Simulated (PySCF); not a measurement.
**NO−: bond curves at several levels of theory**

What are the lowest state that PBE0 finds, the bond length, vibrational wavenumber and bond energy of NO−, and how much do these hang on the method?

The runs use PySCF 2.14.0; N def2-TZVPPD, O def2-TZVPPD, no relativity.

3 further runs of the same task are left out: 3 set aside as unsound or not needed.

## Step 1: Input

Settings of the job:

```json
{"atoms": "N, O", "charge": "-1", "basis": "N def2-TZVPPD, O def2-TZVPPD", "Hamiltonian": "no relativity", "basis functions": "77", "electrons treated": "16", "masses in u": "14.0031, 15.9949", "levels": "PBE0, PBE, r²SCAN, TPSS, BHandHLYP, BLYP, r²SCANh, revPBE, CAM-B3LYP, MP2, SCS-MP2, CCSD, CCSD(T)", "grid": "80 radial by 434 angular points", "occupations": "held fixed by the projection of orbital angular momentum", "dissociation limit": "N + O−, each in its ground configuration", "starting distance in angstrom": "1.355", "values of 2S to try": "0, 2, 4"}
```

Run with:

```console
$ OMP_NUM_THREADS=1 python dia.py task.json out
```

The runs that follow: The PBE0 curve of the state that the search chose; Other states along the same grid; PBE; r²SCAN (meta-GGA); TPSS (meta-GGA); BHandHLYP (global hybrid GGA); BLYP; r²SCANh; revPBE (GGA); CAM-B3LYP (range-separated hybrid); Adding correlation.

Before running it: what results should come out? Wanted: for each run, Re; ωe; De; μ.

**Answer**, as computed:

Lowest PBE0 solution found, without spin–orbit coupling: ³Σ⁻ (triplet), unpaired electrons π ↑↑. State 2 has its PBE0 minimum 0.38 eV higher, as a spin-mixed determinant (⟨S²⟩ = 1.01), so this is no gap between pure states. The other levels ran on the lowest alone.

```tsv
level	Re (Å)	ωe (cm⁻¹)	De (eV)	μ (D)
ROHF-MP2	1.263	1536	5.15	n/a
ROHF-SCS-MP2	1.263	1514	4.95	n/a
ROHF-CCSD	1.269	1427	4.56	n/a
ROHF-CCSD(T)	1.278	1382	4.79	n/a
PBE	1.280	1360	5.74	0.84
revPBE	1.286	1341	5.40	0.81
BLYP	1.291	1304	5.45	0.77
TPSS	1.283	1348	5.31	0.76
r²SCAN	1.271	1406	5.23	0.77
r²SCANh	1.264	1443	5.10	0.74
PBE0	1.259	1474	5.31	0.76
BHandHLYP	1.250	1521	4.69	0.61
CAM-B3LYP	1.260	1472	5.26	0.71
```

De is counted to N + O− in their ground configurations. A positive dipole points from N to O; in an ion it is taken about the centre of mass and does not tell which atom is negative.

The methods spread over 0.042 Å in bond length, from BHandHLYP to BLYP. Of the levels with a De here, ROHF-CCSD gives the least (4.56 eV) and PBE the most (5.74 eV).

Correlated steps freeze 2 core orbitals. T1 is 0.036 near the minimum (highest on the curve 0.063), which may point to more than one leading configuration. With some functionals the highest level of the anion is positive, from self-interaction error or because the anion is truly unbound there; the finite basis then holds the extra electron, and no neutral molecule was run to test the binding.
